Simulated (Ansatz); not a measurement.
# BClH₅N: a reaction path by the nudged elastic band

What path joins these two structures, and how high does it climb? Both ends were relaxed at PBE0-D4 in triple zeta.

Program: Ansatz 0.2.0, Gaussian basis. Level of theory: PBE0-D4/def2-SVP. These are calculated values, not measurements.

22 further runs of the same task are left out: 22 set aside as unsound or not needed.

### 1 The starting structure

The first end: 8 atoms, charge 0, spin multiplicity 1.

Atoms are counted from 1 here; the program's logs count them from 0.

Bond lengths: B1–N2 1.394 Å, B1–H3 1.195 Å, B1–H4 1.195 Å, N2–H7 1.008 Å, N2–H8 1.008 Å, H5–Cl6 1.294 Å. Angles: N2–B1–H3 118.7°, N2–B1–H4 118.7°, H3–B1–H4 122.6°, B1–N2–H7 122.9°, B1–N2–H8 122.9°, H7–N2–H8 113.3°.

As a file:

```xyz
8
charge 0, multiplicity 1
B    -0.8664   -0.6820    0.4188
N    -0.4796    0.6132    0.0783
H    -1.3696   -1.3697   -0.4185
H    -0.6591   -1.0696    1.5298
H     1.4869    0.1227   -0.5578
Cl    2.7056    0.0823   -0.9898
H    -0.1236    1.2722    0.7522
H    -0.6940    1.0311   -0.8130
```

The second end:

```xyz
8
charge 0, multiplicity 1
B    -0.0176   -0.8060    0.0839
N    -0.1682    0.8015   -0.0808
H    -0.5448   -1.2962   -0.8816
H    -0.5172   -1.0865    1.1432
H     0.2792    1.1053   -0.9416
Cl    1.8184   -1.0751    0.0867
H     0.2950    1.2745    0.6906
H    -1.1447    1.0826   -0.1004
```

### 2 The band at PBE0-D4/def2-SVP

Contents of neb/in.yaml:

```yaml
crystal:
  periodic: [false, false, false]
  atoms:
    - {symbol: B, position_ang: [-0.866390, -0.681995, 0.418842]}
    - {symbol: N, position_ang: [-0.479625, 0.613152, 0.078342]}
    - {symbol: H, position_ang: [-1.369616, -1.369704, -0.418531]}
    - {symbol: H, position_ang: [-0.659149, -1.069556, 1.529805]}
    - {symbol: H, position_ang: [1.486884, 0.122664, -0.557757]}
    - {symbol: Cl, position_ang: [2.705566, 0.082252, -0.989831]}
    - {symbol: H, position_ang: [-0.123599, 1.272225, 0.752167]}
    - {symbol: H, position_ang: [-0.693972, 1.031062, -0.813037]}
basis:
  gaussian: {orbitals: def2-SVP}
hamiltonian: {xc: pbe0, dispersion: d4}
neb:
  images: 5
  climbing: true
  max_iterations: 40
  initial_path: idpp
  final_atoms:
    - {symbol: B, position_ang: [-0.017645, -0.806028, 0.083882]}
    - {symbol: N, position_ang: [-0.168214, 0.801527, -0.080786]}
    - {symbol: H, position_ang: [-0.544782, -1.296249, -0.881633]}
    - {symbol: H, position_ang: [-0.517183, -1.086513, 1.143209]}
    - {symbol: H, position_ang: [0.279174, 1.105318, -0.941560]}
    - {symbol: Cl, position_ang: [1.818396, -1.075100, 0.086738]}
    - {symbol: H, position_ang: [0.295040, 1.274527, 0.690579]}
    - {symbol: H, position_ang: [-1.144685, 1.082615, -0.100429]}
```

The run is started by

```bash
ansatz run in.yaml --threads 2 --pin off --events-out ev --progress --plain --max-ram 4352MiB
```

Before running it: what results should come out? Wanted: from earlier runs: barrier over the separately found saddle, CCSD(T)/def2-TZVPP.

**Answer**, as computed:

| quantity | value |
| --- | --- |
| PBE0-D4/def2-SVP, 13 iterations | highest 51.1 kJ/mol (image 3), last end -75.7 kJ/mol |
| from earlier runs: barrier over the separately found saddle, CCSD(T)/def2-TZVPP | 77.6 kJ/mol |

In words: The highest image lies 51.1 kJ/mol above the first end, and it climbed, so it estimates the saddle. The ends are not quite minima at this level (largest force component 0.29 eV/Å), so the heights are unreliable: relaxing the first end would lower it and raise the barrier above it. The highest image is 26.5 kJ/mol below the CCSD(T) barrier in triple zeta, which comes from separate runs on the saddle.
